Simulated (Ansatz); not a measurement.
## How far each method lies from full CI for HSi–BH, doublet

Geometry: that of the HSi–BH, quartet, kept fixed.

```xyz
4

Si    0.0000   -0.0471    0.5518
B     0.0000   -0.0605   -1.3633
H     0.0000    1.1711    1.4474
H     0.0000    0.7893   -2.2001
```

Basis 6-31G; Ansatz 0.2.0. Correlated methods freeze the noble-gas cores, which leaves 9 electrons in 20 orbitals. Prefix R: restricted or restricted open-shell reference; prefix U: unrestricted. Active spaces: valence = (9e, 10o) chosen from the atoms' valence shells.

Full CI is exact within this basis and frozen core; it isn't the basis-set limit. The frozen core follows each run's orbitals, which can shift R against U totals by a few meV.

Unrestricted rows (U) aren't spin-pure: their determinants' ⟨S²⟩ exceeds S(S+1) by up to 0.97, so they mix in states of higher spin. For open shells CISD and CISDTQ are restricted-active-space CI with the open shells as a complete middle space.

```
UHF ⟨S²⟩                          : 1.718
T1 diagnostic (RCCSD)             : 0.0535
largest doubles amplitude (RCCSD) : 0.205
T1 diagnostic (UCCSD)             : 0.0470
```

```
                            level  E − E(full CI) (kJ/mol)    wall time
                             RHF†                    370.2            –
                              UHF                    262.2            –
                            RMP2†                    110.4            –
                             UMP2                     86.0            –
                            CISD†                     49.9       0.88 s
                           RCCSD†                     21.1            –
                            UCCSD                     13.0            –
                        RCCSD(T)†                      9.4        3.9 s
                         UCCSD(T)                      5.8        2.8 s
                         BCCD(T)†                     10.1        4.1 s
                          RCCSDT†                      6.2            –
                          UCCSDT*                      0.1            –
                       RCCSDT(Q)†                      5.7        8.5 s
                       UCCSDT(Q)*                     -0.7          7 s
                         RCCSDTQ†                      5.6  59 s (H100)
                         UCCSDTQ*                      0.2  45 s (H100)
           CASSCF (valence space)                     86.6            –
           NEVPT2 (valence space)                     24.5        6.5 s
           MRCISD (valence space)                      3.0            –
         MRCISD+Q (valence space)                      1.0  52 s (H100)
MRCISD+Q(relaxed) (valence space)                     -0.1  31 s (H100)
```

An asterisk marks runs whose energy the program itself flagged as in doubt. A dagger marks rows that describe another state than the reference (another or a broken symmetry, a higher spin or other natural occupations), so the difference holds a gap between states beside the method's error.

Run but not shown, since their state, orbitals or frozen core can't be matched to the reference's or they repeat it: CISDTQ.

Times hold each run's SCF and search for its determinant on a shared host, so for small cases they say little of a method's own cost; rows without a card ran on 1 thread of AMD EPYC 7R13.

Not variational, and here over 5 meV under the exact energy: UCCSDT(Q).

The restricted determinant belongs to another symmetry than the lowest state (A''); the lowest full-CI state of the determinant's symmetry (A') lies 0.057 eV higher, and methods that keep that symmetry describe that state.

The full-CI state has the irrep A'' of Cs, in the program's axes.

Natural occupations of full CI about the gap: 1.970 1.960 1.947 1.627 0.958 0.371 0.050 0.037 0.027 0.019; effectively unpaired electrons, Σ n²(2−n)², 1.77. No single determinant describes this state well, so single-reference rows can miss without a flag.
